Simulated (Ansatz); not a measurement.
**BCl (SMILES [B]Cl): levels of theory compared**

We compute a comparison of 6 runs (B2PLYP/STO-3G, B3LYP/STO-3G, BLYP/STO-3G, PBE0/STO-3G, RPA@PBE/STO-3G, CCSDT/STO-3G) of BCl. 

The results are computed with Ansatz 0.2.0.

40 further runs of the same task are left out: 1 that didn't finish, 39 set aside as unsound or not needed.

## 1. The structure to begin with

BCl has 2 atoms, charge 0, and is taken as a singlet. SMILES: `[B]Cl`. The Cl2–B1 distance was set to 3.436 Å, away from the relaxed value.

## 2. The energy at B2PLYP/STO-3G (run 1)

File input.yaml:

```yaml
crystal:
  periodic: [false, false, false]
  atoms:
    - {symbol: B, position_ang: [-0.000000, -0.000000, -1.787510]}
    - {symbol: Cl, position_ang: [0.000000, 0.000000, 1.648190]}
basis:
  gaussian:
    orbitals: STO-3G
hamiltonian:
  xc: {name: B2PLYP}
correlation:
  frozen_orbitals: {B: 1, Cl: 5}
accuracy: high
```

Started as:

```bash
$ ansatz run input.yaml --threads 1 --pin off --max-ram 3480MiB --events-out events.jsonl --progress --plain --runs-dir runs
```

The log of the run:

```text
Warning: RAYON_NUM_THREADS=1 ignored (pool sized by the plan → 1); use --threads N
Functional definition: B2PLYP
  name "B2PLYP"
  parameter a = 0.53
  parameter c = 0.27
  exchange = (1 - a)*b88_x + a*exact_x
  correlation = (1 - c)*lyp_c + c*(mp2_os + mp2_ss)
206 factors; integrals over basis functions are off by at most 1.0e-8 eV
mean field evaluation 1: about -13037.2048 eV, gradient 4.3e0 eV
mean field evaluation 2: about -13037.2069 eV, gradient 4.3e0 eV
mean field evaluation 4: about -13031.3154 eV, gradient 4.9e1 eV
mean field evaluation 8: about -13039.5728 eV, gradient 2.4e-2 eV
mean field evaluation 16: about -12950.8483 eV, gradient 7.8e1 eV
mean field evaluation 32: about -12900.5682 eV, gradient 1.6e1 eV
mean field -13039.56967051 eV, -479.1953468535 hartree, gradient 6.0e-8 eV, S^2 0.000000; 0 other end points of the search recorded, 0 dependent functions left out; unrestricted orbitals would lower it
6 core orbitals not correlated: weight in the atoms' cores, before any rotation towards them, 1.000 or more for the frozen orbitals, at most 0.000 for the correlated occupied ones
reference -13039.56968647 eV, -479.1953474400 hartree; 5, 5 occupied and 3, 3 virtual orbitals, 206 factors
second order -3.48257283 eV of doubles, -0.00000000 eV of singles
Total energy: -13040.50998113 eV, -479.2299026315 hartree
```

Wall time 0.48 s (1 thread of Intel Xeon Platinum 8488C (Sapphire Rapids), shared host).

## 3. The energy at B3LYP/STO-3G (run 2)

File input.yaml:

```yaml
basis:
  gaussian:
    orbitals: STO-3G
crystal:
  periodic: [false, false, false]
  atoms:
    - {symbol: B, position_ang: [-0.000000, -0.000000, -1.787510]}
    - {symbol: Cl, position_ang: [0.000000, 0.000000, 1.648190]}
accuracy: high
hamiltonian:
  xc: {name: B3LYP}
```

Started as:

```bash
$ ansatz run input.yaml --threads 1 --pin off --max-ram 3480MiB --events-out events.jsonl --progress --plain --runs-dir runs
```

The log of the run:

```text
Warning: RAYON_NUM_THREADS=1 ignored (pool sized by the plan → 1); use --threads N
Functional definition: B3LYP
  name "B3LYP"
  parameter a0 = 0.2
  parameter ax = 0.72
  parameter ac = 0.81
  exchange = (1 - a0 - ax)*slater_x + ax*b88_x + a0*exact_x
  correlation = (1 - ac)*vwn_rpa_c + ac*lyp_c
206 factors; integrals over basis functions are off by at most 1.0e-8 eV
mean field evaluation 1: about -13042.5484 eV, gradient 4.8e0 eV
mean field evaluation 2: about -12764.5209 eV, gradient 3.9e1 eV
mean field evaluation 4: about -12765.0981 eV, gradient 4.3e1 eV
mean field evaluation 8: about -13045.9083 eV, gradient 5.1e-4 eV
mean field evaluation 16: about -13044.5801 eV, gradient 1.5e1 eV
mean field -13045.90825676 eV, -479.4282856019 hartree, gradient 1.8e-8 eV, S^2 0.000000; 3 other end points of the search recorded, 0 dependent functions left out
reference -13045.90828167 eV, -479.4282865173 hartree; 11, 11 occupied and 3, 3 virtual orbitals, 206 factors
Total energy: -13045.90828167 eV, -479.4282865173 hartree
```

It took 0.42 s on 1 thread of Intel Xeon Platinum 8488C (Sapphire Rapids), shared host.

Run 3 isn't shown in full; the table further down has it.

## 4. A single-point energy at PBE0/STO-3G (run 4)

File job.yaml:

```yaml
crystal:
  periodic: [false, false, false]
  atoms:
    - symbol: B
      position_ang: [-0.000000, -0.000000, -1.787510]
    - symbol: Cl
      position_ang: [0.000000, 0.000000, 1.648190]
basis:
  gaussian:
    orbitals: STO-3G
hamiltonian:
  xc: {name: PBE0}
accuracy: high
```

Started as:

```bash
$ ansatz run job.yaml --threads 1 --pin off --max-ram 3480MiB --events-out events.jsonl --progress --plain --runs-dir runs
```

The log of the run:

```text
Warning: RAYON_NUM_THREADS=1 ignored (pool sized by the plan → 1); use --threads N
Functional definition: PBE0
  name "PBE0"
  parameter a = 0.25
  parameter kappa = 0.804
  parameter beta = 0.06672455060314922
  exchange = (1 - a)*pbe_x(kappa = kappa, mu = beta*pi^2/3) + a*exact_x
  correlation = pbe_c(beta = beta)
206 factors; integrals over basis functions are off by at most 1.0e-8 eV
mean field evaluation 1: about -13037.9753 eV, gradient 4.6e0 eV
mean field evaluation 2: about -12759.9848 eV, gradient 4.1e1 eV
mean field evaluation 4: about -12761.2535 eV, gradient 5.0e1 eV
mean field evaluation 8: about -13041.0548 eV, gradient 1.5e-4 eV
mean field evaluation 16: about -13039.6243 eV, gradient 1.6e1 eV
mean field -13041.05479861 eV, -479.2499243046 hartree, gradient 1.1e-8 eV, S^2 0.000000; 1 other end points of the search recorded, 0 dependent functions left out
reference -13041.05479978 eV, -479.2499243476 hartree; 11, 11 occupied and 3, 3 virtual orbitals, 206 factors
Total energy: -13041.05479978 eV, -479.2499243476 hartree
```

Wall time 0.36 s (1 thread of Intel Xeon Platinum 8488C (Sapphire Rapids), shared host).

Run 5 isn't shown in full; the table further down has it.

## 5. The energy at CCSDT/STO-3G (run 6)

File job.yaml:

```yaml
basis:
  gaussian: {orbitals: STO-3G}
crystal:
  periodic: [false, false, false]
  atoms:
    - {symbol: B, position_ang: [-0.000000, -0.000000, -1.787510]}
    - {symbol: Cl, position_ang: [0.000000, 0.000000, 1.648190]}
correlation: {method: ccsdt, frozen_orbitals: {B: 1, Cl: 5}}
accuracy: high
scf: {omitted_lower_state_checks: [cluster_reference, increment]}
```

Started as:

```bash
$ ansatz run job.yaml --threads 1 --pin off --max-ram 3480MiB --events-out events.jsonl --progress --plain --runs-dir runs
```

The log of the run:

```text
Warning: RAYON_NUM_THREADS=1 ignored (pool sized by the plan → 1); use --threads N
[... 11 lines left out ...]
6 core orbitals not correlated: weight in the atoms' cores, before any rotation towards them, 1.000 or more for the frozen orbitals, at most 0.000 for the correlated occupied ones
[... 69 lines left out ...]
WARN: these amplitudes may be one of several solutions (largest doubles amplitude 0.75, level shift 7.04 eV)
Total energy: -13027.21540192 eV, -478.7413358568 hartree
Checks for a lower state left out: cluster_reference, increment
```

Run time: 0.26 s. Hardware: 1 thread of Intel Xeon Platinum 8488C (Sapphire Rapids), shared host.

## 6. All runs side by side

| run | level | frozen core orbitals | energy (Eh) | wall time |
| --- | --- | --- | --- | --- |
| 1 | B2PLYP/STO-3G | 6 | -479.229903 | 0.48 s |
| 2 | B3LYP/STO-3G | – | -479.428287 | 0.42 s |
| 3 | BLYP/STO-3G | – | -479.388123 | 0.6 s |
| 4 | PBE0/STO-3G | – | -479.249924 | 0.36 s |
| 5 | RPA@PBE/STO-3G | 6 | -478.811947 | 0.72 s |
| 6 | CCSDT/STO-3G | 6 | -478.741336 | 0.26 s |

## 7. Results

| quantity | value |
| --- | --- |
| run 6: total energy | -478.74134 Eh |
| run 6: correlation energy (6 core orbitals frozen) | -113.1 mEh |
| run 6: T1 diagnostic | 0.145 |

**Reading.** Totals of different functionals can't be ranked against each other. In runs 1, 5, 6 the log says that unrestricted orbitals would lower the reference, so the values rest on an unstable closed-shell determinant (other closed-shell runs at this shape may share the fault). In runs 1, 2, 3, 4, 5, 6 the basis is minimal, so the values are rough. All runs together took 2.8 s, the longest 0.72 s.
